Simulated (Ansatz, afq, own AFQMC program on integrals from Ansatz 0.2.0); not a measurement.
# Pd, singlet in def2-TZVP, levels against CCSDTQ

A free Pd atom.

Basis def2-TZVP with its core potentials. Only valence electrons are correlated. Integrals, coupled cluster, full CI and functionals: Ansatz 0.2.0; the random walks run on the same integrals in our own AFQMC program. The CISD trial takes its coefficients from CCSD amplitudes. Released means that phaseless walkers are propagated on without the constraint, phases kept. ± is one standard error of the sampling. No spin–orbit coupling. The metal's outer-core s and p shells are frozen, which shifts wave-function levels against functionals.

Determinant: RHF, the one that the program's search chose, which needn't be the lowest solution.

No full CI on the walks' own integrals is used here; CCSDTQ serves as the reference and is uncertain by about the last step of the cluster series.

Cautions: no spin-orbit coupling; outer-core shells of the metal frozen; the released energies move by 1.5 errors or more from one time to the next, so no released level is given (meV from the phaseless value at times in 1/Eh: -33 ± 4 at 0.60, -33 ± 4 at 1.20, -18 ± 4 at 2.00, -16 ± 10 at 3.00, 21 ± 22 at 4.20).

* T1 diagnostic: 0.0050
* weight of the determinant in the CISD state: 0.942
* size of the correlated space: 10 electrons in 36 orbitals

```json
{"level": "MP2", "correlation energy (eV)": "-7.2922"}
{"level": "CCSD", "correlation energy (eV)": "-6.8611"}
{"level": "CCSD(T)", "correlation energy (eV)": "-7.0418"}
```

Problem. Estimate where phaseless AFQMC with the Hartree–Fock trial lies against CCSD(T) on the same integrals.

Solution. 26.2 ± 2.5 kJ/mol below CCSD(T).

Reference: CCSDTQ, correlation energy -7.048 eV.

| level | E − E(reference) (kJ/mol) | share of correlation (%) |
| --- | --- | --- |
| CCSD(T) | 0.6 | 99.91 |
| CCSDT | 1.1 | 99.83 |
| CCSDT(Q) | 0.2 | 99.96 |
| ph-AFQMC/HF | -25.6 ± 2.5 | 103.76 |
| ph-AFQMC/CISD | -3.7 ± 0.2 | 100.54 |

CCSDT and higher add their correlation energy to the determinant of the CCSD(T) run, since their own runs factorise the integrals more tightly (a shift of under 2 meV). A walk keeps the symmetry of its determinant, which the program's search chose and which needn't be the lowest solution, so a lower state of the same spin and another symmetry isn't excluded.
